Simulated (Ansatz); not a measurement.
## Ansatz (development build ahead of 0.2.0) run

```yaml
crystal:
  periodic: [false, false, false]
  atoms:
    - { symbol: C, position_ang: [-0.06865, -0.11427, 0.56245] }
    - { symbol: O, position_ang: [0.05835, 0.1258, -0.60881] }
    - { symbol: H, position_ang: [0.13501, 0.69262, 1.28181] }
    - { symbol: H, position_ang: [-0.38141, -1.12817, 0.85261] }
basis:
  gaussian: { orbitals: def2-SVP }
total_charge: 1
magnetization:
  spin_polarized: true
  initial_magnetization: 1
hamiltonian:
  xc: hf
correlation:
  method: mp2
  frozen_orbitals: { C: 1, H: 0, O: 1 }
output:
  forces: true
```

The input is written out in the form of the current development build from the run's settings.

The run gave:

```
Converged                       : yes
Reference energy                : -113.43166 hartree
Correlation energy              : -0.26051 hartree
Total energy                    : -113.69216 hartree
Spin squared of the determinant : 0.785
Stability test                  : minimum
```

Forces (eV/Å):
```json
{"atom": "C1", "Fx": "0.095", "Fy": "0.176", "Fz": "-0.862"}
{"atom": "O2", "Fx": "-0.027", "Fy": "-0.049", "Fz": "0.241"}
{"atom": "H3", "Fx": "0.095", "Fy": "0.392", "Fz": "0.418"}
{"atom": "H4", "Fx": "-0.164", "Fy": "-0.519", "Fz": "0.203"}
```
